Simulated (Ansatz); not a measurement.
`C=CCCO` and `C=CCC#N` differ in one atom or group.

Ansatz, PBE0-D4/def2-TZVP geometries, multiplicity 1. Each molecule was computed in one conformer, which needn't be the lowest.

```tsv
property	`C=CCCO`
HOMO–LUMO gap (B3LYP/def2-TZVPP) / eV	7.21
size of the dipole moment (PBE/def2-TZVPP) / D	1.66
HOMO energy (B3LYP/def2-TZVPP) / eV	-7.44
HOMO–LUMO gap (PBE0/def2-TZVPP) / eV	7.69
size of the dipole moment (ωB97M-V/def2-TZVPP) / D	1.76
LUMO energy (ωB97M-V/def2-TZVPP) / eV	2.10
```

(1) Give the same properties after the change, and the shifts. (Estimate.)

Results:

(1) The calculation gave: 
```tsv
property	`C=CCC#N`	shift
HOMO–LUMO gap (B3LYP/def2-TZVPP) / eV	7.44	0.23
size of the dipole moment (PBE/def2-TZVPP) / D	3.82	2.16
HOMO energy (B3LYP/def2-TZVPP) / eV	-7.89	-0.45
HOMO–LUMO gap (PBE0/def2-TZVPP) / eV	7.92	0.23
size of the dipole moment (ωB97M-V/def2-TZVPP) / D	3.88	2.12
LUMO energy (ωB97M-V/def2-TZVPP) / eV	1.94	-0.16
```

With PBE0 the HOMO falls by 0.46 eV and the LUMO falls by 0.23 eV, so the gap widens by about 0.23 eV. PBE moves the HOMO by -0.86 eV and ωB97M-V by -0.42 eV. Dipoles are sizes alone; their direction can turn.

B3LYP here is the variant with VWN-RPA as its local correlation; programs differ in this.
